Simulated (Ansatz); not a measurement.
# HF2− (SMILES F[H-]F): functionals against CCSD(T) at one geometry

The atoms stand at a structure displaced at random from a GFN2-xTB minimum. How far do the functionals agree with CCSD(T) there?

Program: Ansatz 0.2.0, Gaussian basis. Level of theory: single points in def2-TZVPPD. These are calculated values, not measurements.

Correlated methods freeze the cores.

### 1 Starting geometry

3 atoms, charge -1, spin multiplicity 1.

Atoms are counted from 1 here; the program's logs count them from 0.

Bond lengths: H2–F3 1.050 Å.

As a file:

```xyz
3
charge -1, multiplicity 1
F    -1.0105    0.2272   -0.5289
H     0.2724    0.0730    0.0029
F     1.0445   -0.4718    0.4596
```

### 2 CCSD(T)/def2-TZVPPD

run/in.yaml

```yaml
crystal:
  periodic: [false, false, false]
  atoms:
    - {symbol: F, position_ang: [-1.010500, 0.227200, -0.528900]}
    - {symbol: H, position_ang: [0.272400, 0.073000, 0.002900]}
    - {symbol: F, position_ang: [1.044500, -0.471800, 0.459600]}
basis:
  gaussian: {orbitals: "def2-TZVPPD.json"}
total_charge: -1
correlation: {method: ccsd_t}
output: {forces: true}
```

The basis file named in the input lies beside it (Basis Set Exchange, JSON).

No record of the launch command was kept for these runs.

### 3 PBE0-D4/def2-TZVPPD

run/in.yaml: that of step 2 with these lines changed.

```diff
@@ -9,3 +9,3 @@
 total_charge: -1
-correlation: {method: ccsd_t}
-output: {forces: true}
+hamiltonian: {xc: pbe0, dispersion: d4}
+output: {forces: true, orbitals: {seedname: orbitals}}
```

### 4 wB97M-V/def2-TZVPPD

run/in.yaml: that of step 3 with these lines changed.

```diff
@@ -9,3 +9,3 @@
 total_charge: -1
-hamiltonian: {xc: pbe0, dispersion: d4}
-output: {forces: true, orbitals: {seedname: orbitals}}
+hamiltonian: {xc: {name: wB97M-V}}
+output: {forces: true}
```

### 5 r2SCAN-D4/def2-TZVPPD

run/in.yaml: that of step 4 with these lines changed.

```diff
@@ -9,3 +9,3 @@
 total_charge: -1
-hamiltonian: {xc: {name: wB97M-V}}
+hamiltonian: {xc: r2scan, dispersion: d4}
 output: {forces: true}
```

### 6 PBE-D4/def2-TZVPPD

run/in.yaml: that of step 5 with these lines changed.

```diff
@@ -9,3 +9,3 @@
 total_charge: -1
-hamiltonian: {xc: r2scan, dispersion: d4}
+hamiltonian: {xc: pbe, dispersion: d4}
 output: {forces: true}
```

### 7 SPW92/def2-TZVPPD

run/in.yaml: that of step 6 with these lines changed.

```diff
@@ -9,3 +9,3 @@
 total_charge: -1
-hamiltonian: {xc: pbe, dispersion: d4}
+hamiltonian: {xc: lda}
 output: {forces: true}
```

### 8 r2SCANh-D4/def2-TZVPPD

run/in.yaml: that of step 7 with these lines changed.

```diff
@@ -9,3 +9,3 @@
 total_charge: -1
-hamiltonian: {xc: lda}
+hamiltonian: {xc: {name: r2SCANh}, dispersion: d4}
 output: {forces: true}
```

(Steps that only read results are left out.)

Q: Predict the outcome of this session. Wanted: RMS force component; RMS force error; HOMO and LUMO, PBE0-D4; T1 diagnostic.

The runs gave:

| quantity | value |
| --- | --- |
| RMS force component | 0.622 to 0.761 eV/Å over the methods |
| RMS force error | PBE0-D4 0.097, wB97M-V 0.114, r2SCAN-D4 0.193, PBE-D4 0.376, SPW92 0.388, r2SCANh-D4 0.115 eV/Å |
| HOMO and LUMO, PBE0-D4 | -2.21 and 6.00 eV |
| T1 diagnostic | 0.015 |

In words: For forces PBE0-D4 does best and SPW92 worst. Frozen-core CCSD(T) forces in triple zeta carry basis errors of their own, and this is one geometry, so small gaps rank nothing.
